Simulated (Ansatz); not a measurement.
The first iterations of a band of ClH3Si + H3N (9 atoms, charge 0, multiplicity 1).

Computed with RKS PBE-D4/def2-SVP (Ansatz).

```yaml
movable_images: 7
climbing_image: yes
spring: 5.0 eV/Å²
optimiser: quadratic models (default)
start_path: through a guess of the saddle point
force_threshold: 0.05 eV/Å
iteration_limit: 60
end_points: relaxed
```

First end point:

```xyz
9
Properties=species:S:1:pos:R:3
Si 0.237 0.021 0.016
Cl 0.552 0.240 2.086
H 1.656 0.053 -0.509
H -0.452 1.193 -0.614
H -0.304 -1.322 -0.368
N -2.280 -0.044 0.994
H -3.082 -0.204 0.368
H -2.463 0.840 1.488
H -2.315 -0.777 1.715
```

Last end point:

```xyz
9
Properties=species:S:1:pos:R:3
Si -0.451 -0.022 -0.410
Cl -0.201 0.528 3.262
H 0.611 -0.980 0.035
H 0.009 1.402 -0.345
H -0.845 -0.345 -1.830
N -1.796 -0.172 0.753
H -2.190 -1.114 0.864
H -2.570 0.492 0.628
H -1.017 0.210 2.219
```

| iteration | highest image above the first end (eV) | largest band force component (eV/Å) |
| --- | --- | --- |
| 1 | 3.961 | 6.805 |
| 2 | 2.591 | 2.286 |
| 3 | 1.268 | 1.530 |
| 4 | 0.938 | 1.347 |
| 5 | 0.807 | 0.556 |

Task: Does the band converge within its limit, and where does its top end?

Result: It converged. It ended after 17 iterations with the highest image 0.596 eV above the first end. A vibrational analysis at the climbing image gives one clearly imaginary mode, 144i cm⁻¹: a first-order saddle point. The orbitals stay closed-shell, which can raise the energy where a bond breaks towards radicals; this wasn't checked here.

Run time: 2.2 min on 2 threads of Arm Neoverse V1 (shared host), peak memory 0.12 GiB.
